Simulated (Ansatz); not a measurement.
# HF with CH₃Cl: structure and interaction energy

The task here is to estimate one member of a computed series from the others.

The runs use Ansatz 0.2.0, Gaussian basis; PBE0-D4 structure, single points in def2-TZVPPD.

Levels: PBE-D4, revPBE-D4, BLYP-D4, r2SCAN-D4, B97M-V, PBE0-D4, B3LYP-D4, HSE06-D4, wB97X-V, wB97M-V, B2PLYP, Hartree-Fock, MP2, CCSD, CCSD(T). The reference is CCSD(T) extrapolated to the basis limit.

Correlated methods freeze the cores. B3LYP uses VWN-RPA correlation. B2PLYP carries no dispersion term here.

27 further runs of the same task are left out: 27 set aside as unsound or not needed.

### The system as given

The pair, from a GFN2-xTB docking trial: 7 atoms, charge 0, spin multiplicity 1.

Atoms are counted from 1 here; the program's logs count them from 0.

Bond lengths: F1–H2 0.949 Å, C3–Cl4 1.777 Å, C3–H5 1.086 Å, C3–H6 1.085 Å, C3–H7 1.086 Å. Angles: Cl4–C3–H5 107.8°, Cl4–C3–H6 108.4°, Cl4–C3–H7 108.4°, H5–C3–H6 110.7°, H5–C3–H7 110.8°, H6–C3–H7 110.7°.

Geometry (Å):

```xyz
7
charge 0, multiplicity 1
F    -0.1228    0.2427   -2.5993
H     0.4283    0.1237   -1.8361
C    -0.1891   -0.0707    0.9694
Cl    1.2976   -0.0979   -0.0043
H     0.0928   -0.2046    2.0099
H    -0.8301   -0.8813    0.6373
H    -0.6766    0.8881    0.8231
```

Atoms 1 to 2 are fragment A (HF), the rest fragment B (CH₃Cl).

Set-up of the first run:

pre/in.yaml reads:

```yaml
crystal:
  periodic: [false, false, false]
  atoms:
    - {symbol: F, position_ang: [-0.122800, 0.242700, -2.599300]}
    - {symbol: H, position_ang: [0.428300, 0.123700, -1.836100]}
    - {symbol: C, position_ang: [-0.189100, -0.070700, 0.969400]}
    - {symbol: Cl, position_ang: [1.297600, -0.097900, -0.004300]}
    - {symbol: H, position_ang: [0.092800, -0.204600, 2.009900]}
    - {symbol: H, position_ang: [-0.830100, -0.881300, 0.637300]}
    - {symbol: H, position_ang: [-0.676600, 0.888100, 0.823100]}
basis:
  gaussian: {orbitals: def2-SVP}
hamiltonian: {xc: pbe, dispersion: d4}
relax: {f_tol: 0.03, max_steps: 250}
```

No record of the launch command was kept for these runs.

Steps of the session up to this table: A first relaxation in a small basis; Relaxation at PBE0-D4; CCSD(T)/def2-TZVPPD; MP2/def2-QZVPPD; Vibrations of the pair.

One of the session's tables, all rows but one given; the rest of the session is left out.

```
      method  interaction (kcal/mol)
      PBE-D4                   -5.58
   revPBE-D4                   -4.61
     BLYP-D4                   -4.86
   r2SCAN-D4                   -5.59
      B97M-V                   -5.09
     PBE0-D4                   -5.33
    B3LYP-D4                   -5.03
    HSE06-D4                   -5.32
     wB97X-V                   -4.99
     wB97M-V                   -4.95
      B2PLYP                   -4.30
Hartree-Fock                   -2.49
         MP2                       ?
        CCSD                   -3.83
     CCSD(T)                   -4.17
 CCSD(T)/CBS                   -4.72
```

**Question.** Estimate the row for MP2.

The run gave: interaction (kcal/mol): -4.27. In the column «interaction (kcal/mol)» it lies between B2PLYP (-4.30) and CCSD(T) (-4.17).

To keep in mind: An imaginary mode remains, so this is not a true minimum.
